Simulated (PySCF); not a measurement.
## EPR parameters of [C4H7NO]+

Species: C₄H₇NO (charge +1 and doublet state).
Structure used (GFN2-xTB), in Å, numbered top down from 1:
```
atom  x, y, z in Å
C1     1.956    0.509    0.110
N2     0.874   -0.325    0.209
C3    -0.352   -0.267    0.030
C4    -1.311   -1.368    0.222
C5    -0.941    1.087   -0.440
O6    -0.274    2.044   -0.630
H7     2.673    0.097   -0.608
H8     2.447    0.592    1.085
H9     1.655    1.525   -0.228
H10   -2.067   -1.087    0.957
H11   -1.831   -1.583   -0.713
H12   -0.799   -2.266    0.559
H13   -2.033    1.042   -0.570
```

The hyperfine couplings belong to this conformer and change with its torsions.

As a line formula: `C/N=C(/C)C=[O+]` [radical] (charge +1).

Computed, not measured: UKS B3LYP, pcH-1 on C H N O, non-relativistic, mean-field spin-orbit, GIAO in PySCF 2.14.0. Isolated species at its GFN2-xTB geometry (one conformer only). The geometry wasn't refined by DFT: couplings that depend on bond lengths, twists or pyramidal angles can differ widely from those at the functional's own minimum, by a factor of two or more for some ions and for spin on atoms past the first row. Stability of the SCF solution: not tested.

```
g1, g2, g3                      : 2.00159, 2.00291, 2.00428
g_iso                           : 2.00293
Form of g                       : rhombic: the two nearest values differ by 49 % of g3 − g1
⟨S²⟩                            : 0.7569 (exact 0.7500)
α and β electrons               : 23, 22
HOMO–LUMO gap, α and β orbitals : 4.64, 3.81 eV
```

Isotropic coupling and dipolar principal values T1 to T3, in mT; ρ(0) is the spin density at the nucleus (MHz turned into mT with g_iso):

```
atom  isotope  a_iso     T1     T2    T3  Mulliken spin population  ρ(0) (bohr⁻³)
  C1      13C  -0.64  -0.41  -0.32  0.73                      0.02        -0.0159
  N2      14N   2.54  -1.08  -0.81  1.89                      0.60         0.2205
  C3      13C  -1.69  -0.73  -0.10  0.83                     -0.05        -0.0422
  C4      13C   1.03  -0.23  -0.19  0.42                      0.05         0.0258
  C5      13C   0.76  -0.42  -0.28  0.70                      0.04         0.0190
  O6      17O  -0.54  -2.12   1.06  1.07                      0.16         0.0251
  H7       1H   1.48  -0.24  -0.18  0.42                      0.01         0.0093
  H8       1H   1.44  -0.24  -0.18  0.42                      0.01         0.0090
  H9       1H   8.78  -0.38  -0.16  0.54                      0.08         0.0551
 H10       1H  -0.31  -0.11  -0.05  0.16                      0.00        -0.0019
 H11       1H  -0.31  -0.11  -0.05  0.16                      0.00        -0.0020
 H12       1H  -0.05  -0.19  -0.04  0.22                      0.00        -0.0003
 H13       1H   5.85  -0.18  -0.10  0.28                      0.07         0.0367
```

The largest Mulliken spin populations are on N2 (+0.60), O6 (+0.16), H9 (+0.08) and H13 (+0.07).

O6, the radical centre as drawn in `C/N=C(/C)C=[O+]`, holds a spin population of +0.16 out of 1.

Axes: g2 points within 4° of the C1–N2 bond.

Under fast tumbling the dipolar parts average out, and these isotropic splittings remain: 1 × 1H (H13, I = 1/2, 2 lines) with 5.85 mT, 3 × 1H (H7/H8/H9, I = 1/2, 4 lines) with 3.90 mT, 1 × 14N (N2, I = 1, 3 lines) with 2.54 mT and 3 × 1H (H10/H11/H12, I = 1/2, 4 lines) with 0.22 mT.

Nuclei that the bonding pattern makes equivalent are averaged, as if the motion that swaps them (rotation, inversion, ring flip) were fast. The three 1H nuclei of mean +109.3 MHz run from 40.4 to 246.2 MHz in the frozen geometry. The three 1H nuclei of mean -6.3 MHz run from -8.8 to -1.3 MHz in the frozen geometry.

The 17O coupling of O6 (-15.2 MHz) shows only in satellite lines or after enrichment, since that isotope makes up about 0.038 % of natural oxygen.

The 13C coupling of C3 (-47.5 MHz) shows only in satellite lines or after enrichment, since that isotope makes up about 1.07 % of natural carbon.

The spin density at the nucleus, in bohr⁻³, is negative for C3 (-0.0422) and C1 (-0.0159), for instance. A restricted open-shell determinant has no negative spin density anywhere; here it arises because α and β orbitals differ (spin polarisation).
